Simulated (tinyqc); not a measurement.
Worked calculation: extended Hueckel theory, for LiF. Computed by tinyqc, a small Python program that keeps every step (integrals from PySCF). Settings: charge = 0, K = 1.75, multiplicity = 1. Command: `OMP_NUM_THREADS=1 python tinyqc.py 22070 22071 out.jsonl` (the two numbers bound the seeds that draw the settings). One thread of a shared host (Intel(R) Xeon(R) Processor @ 2.60GHz), about 0.01 s of CPU time with the checks.

## Overlaps

Geometry (angstrom):
```
atom        x        y        z
Li    0.00000  0.00000  0.00000
F     0.00000  0.00000  1.65200
```

Parameters chosen for this run:
```
element  shell  Slater exponent  H_ii (eV)
F           2s          2.42500  -40.00000
F           2p          2.42500  -18.10000
Li          2s          0.65000   -5.40000
Li          2p          0.65000   -3.50000
```

Slater orbitals, each expanded in six Gaussians scaled to its exponent.

overlap S, lower triangle:
```
           1Li 2s  1Li 2px  1Li 2py   1Li 2pz    2F 2s   2F 2px   2F 2py   2F 2pz
1Li 2s    1.00000
1Li 2px   0.00000  1.00000
1Li 2py   0.00000  0.00000  1.00000
1Li 2pz   0.00000  0.00000  0.00000   1.00000
2F 2s     0.26378  0.00000  0.00000   0.40146  1.00000
2F 2px    0.00000  0.12571  0.00000   0.00000  0.00000  1.00000
2F 2py    0.00000  0.00000  0.12571   0.00000  0.00000  0.00000  1.00000
2F 2pz   -0.07079  0.00000  0.00000  -0.08230  0.00000  0.00000  0.00000  1.00000
```

## Wolfsberg-Helmholz matrix

diagonal H_ii (eV): 1Li 2s -5.40000, 1Li 2px -3.50000, 1Li 2py -3.50000, 1Li 2pz -3.50000, 2F 2s -40.00000, 2F 2px -18.10000, 2F 2py -18.10000, 2F 2pz -18.10000

K = 1.75000

H_ij = K' S_ij (H_ii + H_jj)/2 for i != j (the diagonal keeps H_ii), with K' = 1.75.

H (eV), lower triangle:
```
            1Li 2s   1Li 2px   1Li 2py    1Li 2pz      2F 2s     2F 2px     2F 2py     2F 2pz
1Li 2s    -5.40000
1Li 2px    0.00000  -3.50000
1Li 2py    0.00000   0.00000  -3.50000
1Li 2pz    0.00000   0.00000   0.00000   -3.50000
2F 2s    -10.47849   0.00000   0.00000  -15.28071  -40.00000
2F 2px     0.00000  -2.37584   0.00000    0.00000    0.00000  -18.10000
2F 2py     0.00000   0.00000  -2.37584    0.00000    0.00000    0.00000  -18.10000
2F 2pz     1.45552   0.00000   0.00000    1.55540    0.00000    0.00000    0.00000  -18.10000
```

## Orbitals

valence electrons = 8

Solve H C = S C e through S^(-1/2); fill by pairs from the bottom, a degenerate level sharing its electrons equally; each orbital has its largest coefficient positive (the first on a tie).

orbital energies (eV): -40.01711  -18.10223  -18.10069  -18.10069  -4.86960  -3.23921  -3.23921  6.31639

occupations: 2.00000  2.00000  2.00000  2.00000  0.00000  0.00000  0.00000  0.00000

coefficients:
```
              MO1       MO2      MO3       MO4       MO5       MO6       MO7       MO8
1Li 2s   -0.00232  -0.01192  0.00000   0.00000   0.87724   0.00000   0.00000   0.57332
1Li 2px   0.00000   0.00000  0.00329   0.00604   0.00000   0.98598  -0.20942   0.00000
1Li 2py   0.00000   0.00000  0.00604  -0.00329   0.00000   0.20942   0.98598   0.00000
1Li 2pz  -0.02177  -0.00232  0.00000   0.00000  -0.48190   0.00000   0.00000   0.99446
2F 2s     1.00916   0.00395  0.00000   0.00000  -0.04679   0.00000   0.00000  -0.53287
2F 2px    0.00000   0.00000  0.47788   0.87741   0.00000  -0.13062   0.02774   0.00000
2F 2py    0.00000   0.00000  0.87741  -0.47788   0.00000  -0.02774  -0.13062   0.00000
2F 2pz   -0.00187   0.99890  0.00000   0.00000   0.03160   0.00000   0.00000   0.12920
```

sum of one-electron energies = -188.64144 eV

Within a degenerate level the vectors are fixed only up to a rotation; this is one choice.

## Mulliken analysis

P = C n C^T; charge = valence electrons (F 7, Li 1) minus the sum of (P S)_ii on the atom; overlap population = 2 sum P_ij S_ij between two atoms.

charges: 1Li 1.01195, 2F -1.01195

Overlap populations:
```
pair      value
2-1   -0.026794
```
